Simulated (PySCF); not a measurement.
# Fluorine: a sound run and one with changed settings

Sound run: F [He] 2s2 2p5, F⁺ [He] 2s2 2p4. Calculation: PySCF 2.14, in aug-cc-pVDZ; no relativity, point nucleus. In the sound run the correlated levels freeze 1s2. The sound run starts from symmetry-adapted Hartree-Fock orbitals and uses a fine grid where one is needed.

Changed run: all electrons correlated in a basis built for the valence shell.

| species | method | sound run (hartree) | changed run (hartree) | converged |
| --- | --- | --- | --- | --- |
| F | MP2 | -99.53570 | -99.53774 | yes |
| F | CCSD(T) | -99.55007 | -99.55194 | yes |
| F⁺ | MP2 | -98.90483 | -98.90672 | yes |
| F⁺ | CCSD(T) | -98.92111 | -98.92286 | yes |

Ionisation energy of F:

```
 method  sound run (eV)  changed run (eV)
    UHF          15.767            15.767
    MP2          17.167            17.171
SCS-MP2          17.117            17.118
   CCSD          17.085            17.088
CCSD(T)          17.115            17.118
```

A valence basis has no tight correlating functions, so it recovers only part of the core correlation, and not evenly between atom and ion.

For comparison, NIST gives 17.423 eV between the lowest levels.
